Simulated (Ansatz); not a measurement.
Geometry optimisation, RKS LDA/6-31G* (Ansatz).

Input file:

```yaml
crystal:
  periodic: [false, false, false]
  atoms:
    - { symbol: B, position_ang: [0.083424, -0.506692, -0.170647] }
    - { symbol: Cl, position_ang: [-0.259286, 0.479609, 2.710932] }
    - { symbol: H, position_ang: [1.118076, 0.106529, -0.210353] }
    - { symbol: H, position_ang: [-1.000164, -0.049145, -0.426393] }
    - { symbol: "N", position_ang: [0.151218, -1.927432, 0.201987] }
    - { symbol: H, position_ang: [-0.667695, -2.535512, 0.208537] }
    - { symbol: H, position_ang: [1.03303, -2.407674, 0.381466] }
    - { symbol: H, position_ang: [-0.126704, -0.688483, 2.058971] }
basis:
  gaussian: { orbitals: "6-31G*" }
hamiltonian:
  xc: lda
relax:
  f_tol: 0.03
  max_steps: 50
```

Launched with:

```bash
$ ansatz run input.yaml --threads 1 --pin off --max-ram 2048MiB --backend cpu --events-out ev --progress --plain --runs-dir out
```

Question: Where does it end, and by what steps?

Answer: The run converged. After 8 steps the energy has fallen by 0.229 eV; Cl2 moved furthest, 0.89 Å.

| step | energy less start (eV) | largest force component (eV/Å) | accepted |
| --- | --- | --- | --- |
| 0 | 0.0000 | 2.522 | yes |
| 1 | -0.1189 | 1.200 | yes |
| 2 | -0.1791 | 0.536 | yes |
| 3 | -0.2069 | 0.228 | yes |
| 4 | -0.2195 | 0.281 | yes |
| 5 | -0.1937 | 1.029 | no |
| 6 | -0.2263 | 0.062 | yes |
| 7 | -0.2279 | 0.069 | yes |
| 8 | -0.2285 | 0.017 | yes |

```xyz
8
Properties=species:S:1:pos:R:3
B 0.115 -0.525 -0.469
Cl -0.265 -0.254 3.219
H 1.168 0.014 -0.702
H -0.939 -0.140 -0.908
N 0.111 -1.630 0.395
H -0.722 -2.206 0.544
H 0.974 -2.083 0.710
H -0.110 -0.705 1.967
```

Whether the end is a true minimum wasn't checked by a vibrational analysis.

Time of the run: 4.5 s on 1 thread of AMD EPYC 9R45 96-Core Processor (Zen 5) (shared host), peak memory 0.14 GiB.
